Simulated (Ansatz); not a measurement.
Basis-set extrapolation for C3H5Cl (`C/C=C\Cl`) (PBE0-D4/def2-TZVP geometry, frozen core, the Gaussian-basis code of Ansatz). Multiplicity 1, RHF reference.

```json
{"": "HF", "def2-TZVPP": "-576.047637", "def2-QZVPP": "-576.065744"}
{"": "MP2 correlation", "def2-TZVPP": "-0.690706", "def2-QZVPP": "-0.741972"}
{"": "CCSD(T) correlation", "def2-TZVPP": "-0.765481", "def2-QZVPP": "not run"}
```

Energies in hartree. Use E(X) = E(∞) + A·exp(−7.88·√X) for Hartree–Fock and E(X) = E(∞) + B·X^(−2.97) for correlation, with X = 3 and 4, and add CCSD(T) minus MP2 of the smaller set to the MP2 limit.

What is the CCSD(T) energy at the basis-set limit?

HF limit: -576.065744 + (-0.018107) × 0.13774 = -576.06824. MP2 limit: -0.741972 + (-0.051266) × 0.74074 = -0.77995. Higher-order term: -0.765481 − (-0.690706) = -0.07477. Total: -576.92296 hartree, 288.4 kJ/mol below CCSD(T)/def2-TZVPP.
